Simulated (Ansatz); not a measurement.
C6H6 can be A, `C1=CC2C=CC12`, or B, `C=C1C=CC=C1`.

Program: Ansatz. Geometries: PBE0-D4/def2-TZVP. ΔE: electronic, gas phase. CCSD(T)/CBS is the MP2 limit (def2-TZVPP, def2-QZVPP) plus CCSD(T) − MP2 in def2-TZVPP, frozen cores. DFT in def2-TZVPP. B3LYP here is the variant with VWN-RPA as its local correlation; programs differ in this.

A:

```xyz
12

C    -0.674   -0.744    1.089
C    -0.173   -1.468    0.087
C     0.766   -0.374   -0.387
C     0.180    0.691   -1.297
C    -0.319    1.415   -0.296
C     0.180    0.474    0.786
H    -1.450   -0.918    1.824
H    -0.389   -2.456   -0.303
H     1.833   -0.587   -0.448
H     0.141    0.778   -2.376
H    -0.920    2.316   -0.249
H     0.826    0.871    1.570
```

B:

```xyz
12

C     1.3247   -0.1526    1.5021
C     0.4437   -0.0509    0.5028
C     0.3986   -0.8647   -0.7142
C    -0.6408   -0.4384   -1.4557
C    -1.3087    0.6628   -0.7546
C    -0.6695    0.8961    0.4067
H     1.2745    0.4998    2.3666
H     2.1184   -0.8910    1.4812
H     1.0926   -1.6598   -0.9461
H    -0.9489   -0.8316   -2.4152
H    -2.1760    1.1911   -1.1275
H    -0.9086    1.6391    1.1539
```

(1) Which isomer does CCSD(T)/CBS put lower? Give the gap. (Estimate.)

(2) Give E(B) − E(A) in kcal/mol with BLYP-D4, CCSD/def2-TZVPP, CCSD(T)/def2-SVP, B3LYP-D4, PBE0-D4, B3LYP, MP2/def2-TZVPP. (Best estimate.)

(3) Does the order hold for the free energy at 298.15 K (harmonic terms from PBE0-D4)? (Best estimate.)

Largest T1 diagnostic: 0.011.

Results:

(1) The calculation gave: B, by 45.0 kcal/mol.

(2) Computed: BLYP-D4 -51.6, CCSD/def2-TZVPP -44.8, CCSD(T)/def2-SVP -44.5, B3LYP-D4 -50.5, PBE0-D4 -44.0, B3LYP -50.5, MP2/def2-TZVPP -44.5. None reverses the order clearly.

(3) The calculation gave: Yes: G(B) − G(A) = -45.1 kcal/mol.

In def2-TZVPP, CCSD(T) changes the Hartree–Fock value by +6.3 kcal/mol (the triples alone add −0.4 kcal/mol) and MP2 by +6.9 kcal/mol. Leaving LDA and LC-ωPBE aside and taking each functional with its dispersion term where it has one, the values, not all of them listed here, spread over 9.5 kcal/mol, from BLYP-D4 to ωB97X-V. LDA lies +2.6 kcal/mol from PBE without D4.
